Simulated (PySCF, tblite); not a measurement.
# CH3FN2, a complex of two parts: NMR shifts, interaction energy, infrared bands, spin-spin couplings and core binding energies

The task here is to estimate one member of a computed series from the others.

Programs: tblite 0.8.0 and PySCF 2.14.0. All values are calculated, for the isolated system unless a continuum is named. Atoms count from 0, parts from 1.

## Starting point

7 atoms, charge 0, multiplicity 1; geometry: rigid parts in contact. Parts: 1 = atoms 0–4, `CF`, charge 0; 2 = atoms 5–6, `N#N`, charge 0.

The first run:

What the job is given:

```
{"job": {"kind": "dock", "xc": "GFN2-xTB", "basis": "xTB"}, "charge": 0, "multiplicity": 1, "parts": [{"atoms": "0-4", "charge": 0, "multiplicity": 1}, {"atoms": "5-6", "charge": 0, "multiplicity": 1}]}
C     -0.068932     0.006919    -0.008889
F      1.277470    -0.127705     0.164435
H     -0.536059     0.031354     0.976277
H     -0.423111    -0.848747    -0.584936
H     -0.249368     0.938179    -0.546886
N      1.253497     3.302968    -1.436394
N      0.268099     3.214056    -0.959756
```

With the program's defaults for keys left out, this is: GFN2-xTB search for minima from random contacts, gas phase.

Started as:

```console
$ OMP_NUM_THREADS=1 python cluster_run.py task.json out
```

This one command runs all jobs of the session in turn.

Among the steps run: Bringing the parts together with GFN2-xTB; Relaxing the molecule at PBE0-D3(BJ)/def2-TZVPD; NMR shieldings: PBE0/pcSseg-2; Coupled-cluster interaction energy: CCSD(T) and MP2.

One table of the session follows, with a row left open; its other results are not shown here.

It belongs to the step «Coupled-cluster interaction energy: CCSD(T) and MP2». 

| method | interaction energy (kcal/mol) |
| --- | --- |
| HF/aug-cc-pVDZ | ? |
| MP2/aug-cc-pVDZ | -0.72 |
| CCSD/aug-cc-pVDZ | -0.55 |
| CCSD(T)/aug-cc-pVDZ | -0.65 |
| HF/aug-cc-pVQZ | 0.12 |
| MP2/aug-cc-pVQZ | -0.86 |
| SCS-MP2/aug-cc-pVQZ | -0.65 |
| MP2, extrapolated | -0.88 |
| CCSD(T), limit estimate | -0.81 |

Q: Estimate the row for HF/aug-cc-pVDZ from the others.

The run gave: interaction energy (kcal/mol): 0.13. In the column «interaction energy (kcal/mol)» it is the highest.
